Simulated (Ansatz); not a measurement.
**BP⁺, quartet along the distance B1-P2**

Starting geometry (PBE0/def2-TZVP stationary point for this spin):

```yaml
atoms:
  - { symbol: B, position_ang: [0.0000, 0.0000, 0.0000] }
  - { symbol: P, position_ang: [0.0000, 0.0000, 1.8463] }
```

From there P2 moves along the line of the two atoms named below, all else staying in place; atoms are numbered as listed. Energies are in kcal/mol, counted from the starting geometry at the same level.

Basis cc-pVDZ; Ansatz 0.2.0. Only valence electrons are correlated (noble-gas cores frozen). Prefix R: restricted or restricted open-shell reference.

Full CI is exact within this basis and frozen core; it isn't the basis-set limit.

```csv
distance B1-P2 (Å),RMP2
1.513,51.1
1.663,12.9
1.846,0.0
2.000,2.6
2.275,13.4
2.491,20.7
2.956,31.4
3.438,38.2
4.064,43.0
5.050,45.5
6.360,46.1
```

Question: Estimate the full CI curve in cc-pVDZ from this one, knowing how RMP2 errs.

Answer: The computed full CI values, in kcal/mol from the starting point, and the error of RMP2 against them:
| distance B1-P2 (Å) | full CI | RMP2 less full CI |
| --- | --- | --- |
| 1.513 | 54.7 | -3.6 |
| 1.663 | 15.2 | -2.3 |
| 1.846 | 0.0 | 0.0 |
| 2.000 | 0.0 | 2.6 |
| 2.275 | 8.0 | 5.4 |
| 2.491 | 14.7 | 6.0 |
| 2.956 | 25.6 | 5.8 |
| 3.438 | 32.9 | 5.3 |
| 4.064 | 38.1 | 4.9 |
| 5.050 | 40.7 | 4.8 |
| 6.360 | 41.3 | 4.8 |

The error spans 9.6 kcal/mol and is largest, 6.0 kcal/mol, at 2.491 Å.

These errors take the starting point as zero, where RMP2 itself lies 23.6 kcal/mol above full CI in total energy. In total energy its miss is smallest, 20.0 kcal/mol, at 1.513 and largest, 29.6 kcal/mol, at 2.491 Å.
